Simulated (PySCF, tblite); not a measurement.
## Complex of hydrogen sulfide and formamide

A gas-phase complex of hydrogen sulfide and formamide; neutral, singlet. The structure comes from a short search (6 tight-binding starts) and was relaxed by PBE0-D3(BJ)/def2-SVPD; another way of binding may lie lower. Frequencies by PBE0-D3(BJ)/def2-SVPD show no clear imaginary mode.

Parts: 1 = hydrogen sulfide (S), atoms 1–3; 2 = formamide (NC=O), atoms 4–9.

```
atom  part   x (Å)   y (Å)   z (Å)
  S1     1  -0.060   0.496   0.110
  H2     1  -1.008  -0.088  -0.681
  H3     1   0.842  -0.480  -0.125
  N4     2  -0.833   1.468  -3.107
  C5     2  -1.837   0.579  -3.225
  O6     2  -2.126  -0.264  -2.396
  H7     2  -0.659   2.151  -3.827
  H8     2  -0.264   1.473  -2.264
  H9     2  -2.401   0.679  -4.179
```

Contacts between parts, classed by geometry: H2···O6 2.055 Å (hydrogen bond, 154°).

Interaction energies are complex less parts, with the parts frozen as they stand in it; counterpoise-corrected, in kcal/mol (PySCF).

Give the interaction energy at each level run.


```tsv
level	interaction	superposition error removed
wB97M-D3(BJ)/def2-TZVPD	-5.34	-0.15
PBE0-D3(BJ)/def2-TZVPD	-6.22	-0.14
```

What holds them together? Decompose the wB97M-D3(BJ)/def2-TZVPD energy: frozen parts, their antisymmetrised product, then relaxation.

electrostatic -11.9, Pauli repulsion +13.8, orbital relaxation -5.7, dispersion correction -1.7 kcal/mol, which sum to the value before the counterpoise correction; the Pauli term holds the exchange-correlation of the frozen density too. Of the attraction, 62 % is electrostatic, 29 % is orbital relaxation, 9 % is dispersion correction.

The parts were also relaxed and run alone, at the levels used for the complex: vibrations by PBE0-D3(BJ)/def2-SVPD; shieldings by PBE0/pcSseg-2.

Values alone: S1–H2 bond (Å): 1.350; stretch carried by H2 (cm⁻¹, harmonic): 2725, 2749; its infrared intensity (km/mol): 0, 0; shielding of H2 (ppm): 30.27; shielding of O6 (ppm): -95.7; shielding of H8 (ppm): 26.64; shielding of S1 (ppm): 704.4.

How do these values change when the complex forms?


```tsv
property	alone	in the complex	change
S1–H2 bond (Å)	1.350	1.365	+0.015
stretch carried by H2 (cm⁻¹, harmonic)	2725, 2749	2557	-180 from the mean
its infrared intensity (km/mol)	0, 0	268	
shielding of H2 (ppm)	30.27	26.09	-4.18
shielding of O6 (ppm)	-95.7	-76.8	+18.9
shielding of H8 (ppm)	26.64	24.08	-2.56
shielding of S1 (ppm)	704.4	684.3	-20.1
```

What are the binding energy from relaxed parts (wB97M-D3(BJ)/def2-TZVPD), and ΔH and ΔG of association at 298.15 K and 1 atm?

-5.00 kcal/mol, -3.20 with zero-point energy; ΔH -3.5 and ΔG +5.2 kcal/mol, from harmonic vibrations by PBE0-D3(BJ)/def2-SVPD with low modes damped.

The 4 runs behind this took 9.2 min in all, one thread each of Arm Neoverse V1 on a shared host, launched as `OMP_NUM_THREADS=1 python cluster_run.py task.json out`.
